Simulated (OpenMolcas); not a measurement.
# AlH5S (Al(H2S)H3) at CCSD(T)/ANO-RCC-VDZ (DKH2, electric field -0.01 a.u., field axis z)

What is the energy change on altering one bond length of AlH5S (Al(H2S)H3) at CCSD(T)/ANO-RCC-VDZ (DKH2, electric field -0.01 a.u., field axis z)? 

Program for the calculation: OpenMolcas 26.06.

7 further runs of the same task are left out: 7 set aside as unsound or not needed.

## (1) The structure to begin with

The species is AlH5S (7 atoms), meant as a singlet with charge 0. As SMILES, `[H][Al]([H])([H])<-[SH2]`. The shape comes from GFN2-xTB, which is rough for such elements, and wasn't checked as a minimum.

Bond lengths: Al1–S2 2.471 Å, S2–H3 1.332 Å, S2–H4 1.332 Å, Al1–H5 1.563 Å, Al1–H6 1.577 Å, Al1–H7 1.563 Å. Angles: Al1–S2–H3 90.6°, Al1–S2–H4 90.1°, S2–Al1–H5 96.0°, S2–Al1–H6 92.1°, S2–Al1–H7 95.6°, H3–S2–H4 92.6°, H5–Al1–H6 118.7°, H5–Al1–H7 120.8°, H6–Al1–H7 118.6°.

## (2) A single-point energy at CCSD(T)/ANO-RCC-VDZ (DKH2, electric field -0.01 a.u., field axis z)

job.input

```
&GATEWAY
COORD
7
angstrom
Al       0.129800      -0.221970      -1.011590
S        0.151830      -0.251940       1.458910
H        0.512600       1.030130       1.485280
H       -1.145480       0.049310       1.476400
H        1.682150      -0.187190      -1.188640
H       -0.666140       1.139260      -1.046260
H       -0.664760      -1.557600      -1.174090
BASIS = ANO-RCC-VDZ
GROUP = NoSym
&SEWARD
&FFPT
DIPOLE
Z 0.01
&SCF
PRORBITALS = 1 2
&RASSCF
FILEORB = $Project.ScfOrb
SPIN = 1
NACTEL = 0 0 0
INACTIVE = 17
RAS2 = 0
OUTORBITALS = Canonical
ORBLISTING = Nothing
&MOTRA
JOBIPH
FROZEN = 10
&CCSDT
CCT
TRIPLES = 2
ITERATIONS = 50
EXTRAPOLATION = 5 4
```

The run is started by

```sh
$ export MOLCAS_MEM=1860
$ pymolcas job.input > job.log
```

Log (excerpt; [...] marks lines left out):

```text
--- Start Module: gateway ---
[...]
--- Stop Module: gateway /rc=_RC_ALL_IS_WELL_ ---
[...]
      Basis functions           36
[...]
       Convergence after   9 Iterations
[...]
::    Total SCF energy                               -643.7620635824
[...]
      Total spin, S                                     0.0000000000
[...]
      Number of active orbitals                  0
[...]
      Spin quantum number                      0.0
[...]
      Active orbitals                            0
[...]
      Number of CSFs                             1
[...]
      Number of root(s) required                 1
[...]
      Convergence after  4 iterations
[...]
      Natural orbitals and occupation numbers for root  1
      ************************************************************************************************************************
      *                                                    Final results                                                     *
      ************************************************************************************************************************
[...]
::    RASSCF root number  1 Total energy:   -643.76206358
[...]
      Total electronic charge=   34.000000
      Total            charge=   -0.000000
[...]
      Dipole Moment (debye):
      Origin of the operator (angstrom)=    0.1262   -0.2120    0.2953
                   X= -8.1518E-01               Y=  1.4005E+00               Z=  1.8925E+00           Total=  2.4915E+00
      Quadrupole Moment (debye*angstrom):
[...]
--- Start Module: motra ---
[...]
      *** WARNING: Default frozen orbitals is overwritten by user input.
      *** Default values:   7
[...]
--- Stop Module: motra /rc=_RC_ALL_IS_WELL_ ---
--- Start Module: ccsdt ---
[...]
      Convergence after                     9  Iterations
      Total energy (diff) :    -643.89220013      -0.00000004
[...]
 METHOD                       : CCSD+T(CCSD)+<T3(1)WT1> = CCSD(T)
[...]
       CCSD     =      -643.8922001311522
[...]
--- Stop Module: ccsdt /rc=_RC_ALL_IS_WELL_ ---
[...]
```

It took 2.8 s on 1 thread of Arm Neoverse V2, shared host; peak memory 0.41 GiB.

## (3) The distorted shape, same level

job.inp

```
&GATEWAY
 Coord
 7
 angstrom
 Al       1.427125      -0.523223      -1.029080
 S        1.449155      -0.553193       1.441420
 H        1.809925       0.728877       1.467790
 H       -1.145480       0.049310       1.476400
 H        2.979475      -0.488443      -1.206130
 H        0.631185       0.838007      -1.063750
 H        0.632565      -1.858853      -1.191580
 Basis=ANO-RCC-VDZ
 Group=NoSym

&SEWARD

&FFPT
 Dipole
 Z 0.01

&SCF
 PrOrbitals=1 2

&RASSCF
 FileOrb=$Project.ScfOrb
 Spin=1
 Nactel=0 0 0
 Inactive=17
 Ras2=0
 OutOrbitals=Canonical
 OrbListing=Nothing

&MOTRA
 JobIph
 Frozen=10

&CCSDT
 CCT
 Triples=2
 Iterations=50
 Extrapolation=5 4
```

The run is started by

```sh
$ export MOLCAS_MEM=1860
$ pymolcas job.inp > job.log
```

Log (excerpt; [...] marks lines left out):

```text
--- Start Module: gateway ---
[...]
--- Stop Module: gateway /rc=_RC_ALL_IS_WELL_ ---
[...]
      Basis functions           36
[...]
       Convergence after  13 Iterations
[...]
::    Total SCF energy                               -643.5929019979
[...]
      Total spin, S                                     0.0000000000
[...]
      Number of active orbitals                  0
[...]
      Spin quantum number                      0.0
[...]
      Active orbitals                            0
[...]
      Number of CSFs                             1
[...]
      Number of root(s) required                 1
[...]
      Convergence after  4 iterations
[...]
      Natural orbitals and occupation numbers for root  1
      ************************************************************************************************************************
      *                                                    Final results                                                     *
      ************************************************************************************************************************
[...]
::    RASSCF root number  1 Total energy:   -643.59290200
[...]
      Total electronic charge=   34.000000
      Total            charge=   -0.000000
[...]
      Dipole Moment (debye):
      Origin of the operator (angstrom)=    1.4030   -0.5085    0.2781
                   X= -1.2197E+00               Y=  1.5889E+00               Z=  1.5685E+00           Total=  2.5441E+00
      Quadrupole Moment (debye*angstrom):
[...]
--- Start Module: motra ---
[...]
      *** WARNING: Default frozen orbitals is overwritten by user input.
      *** Default values:   7
[...]
--- Stop Module: motra /rc=_RC_ALL_IS_WELL_ ---
--- Start Module: ccsdt ---
[...]
      Convergence after                    19  Iterations
      Total energy (diff) :    -643.79285391      -0.00000009
[...]
 METHOD                       : CCSD+T(CCSD)+<T3(1)WT1> = CCSD(T)
[...]
       CCSD     =      -643.7928539125120
[...]
--- Stop Module: ccsdt /rc=_RC_ALL_IS_WELL_ ---
[...]
```

It took 3 s on 1 thread of Arm Neoverse V2, shared host; peak memory 0.41 GiB.

## (4) Results

At CCSD(T)/ANO-RCC-VDZ (DKH2, electric field -0.01 a.u., field axis z), 10 core orbitals frozen:

| quantity | value |
| --- | --- |
| first shape: total energy | -643.89381 Eh |
| first shape: dipole moment (mean-field density) | 2.49 D |
| first shape: HOMO–LUMO gap (Hartree–Fock orbitals) | 11.60 eV |
| first shape: correlation energy (10 core orbitals frozen) | -131.7 mEh |
| first shape: (T) correction | -1.61 mEh |
| distorted shape: total energy | -643.79829 Eh |
| distorted shape: dipole moment (mean-field density) | 2.54 D |
| distorted shape: HOMO–LUMO gap (Hartree–Fock orbitals) | 6.50 eV |
| distorted shape: correlation energy (10 core orbitals frozen) | -205.4 mEh |
| distorted shape: (T) correction | -5.44 mEh |
| energy change with the S2–H4 bond stretched from 1.332 to 2.664 Å | 2.599 eV |

One bond (distorted shape) is far stretched, which a spin-restricted single reference describes badly; perturbation theory on it can break down and give far too much correlation. With the S2–H4 bond stretched from 1.332 to 2.664 Å the energy rises by 2.60 eV (60 kcal/mol). The first shape isn't relaxed at this level, so the change isn't measured from a minimum. A restricted reference can't describe the breaking bond well at this length. The triples (first shape) make up 1.2 % of the correlation energy. Mulliken charges (distorted shape) of the mean-field density run from -0.22 on H6 to +0.39 on Al1; they depend strongly on the basis. The triples (distorted shape) make up 2.6 % of the correlation energy.
